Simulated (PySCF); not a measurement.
**Vibration and rotation of Si₂⁻**

UHF-CCSD(T) constants of Si₂⁻, ²Πu (doublet), unpaired electrons π ↑ (Si aug-cc-pVDZ-DK; spin-free X2C with a Gaussian nucleus (PySCF 2.14); masses 27.9769 and 27.9769 u):

* ωe: 520.0 cm⁻¹
* ωexe: 2.14 cm⁻¹
* Be: 0.24129 cm⁻¹
* αe: 0.00138 cm⁻¹
* De to Si + Si⁻: 3.39 eV

Question: What force constant and bond length do these constants imply?

Answer: Reduced mass μred = 13.988 u; k = 5.8918×10⁻⁷·μred·ωe² (u, cm⁻¹, mdyn/Å) = 2.23 mdyn/Å; Re = √(16.8576/(μred·Be)) (u, cm⁻¹, Å) = 2.235 Å.

Question: Estimate the centrifugal constant D from the Kratzer relation and find the Dunham coefficient a1.

Answer: D = 4Be³/ωe² = 2.08e-07 cm⁻¹; a1 = −1 − αeωe/(6Be²) = -3.05.

Correlated steps freeze 10 core orbitals. Correlated levels converge slowly with the basis: in double zeta they bind strong bonds too weakly, by up to about 1 eV, and carry superposition errors of some tenths. The state is the lowest determinant that a PBE0 search found; another state may lie lower at other levels.
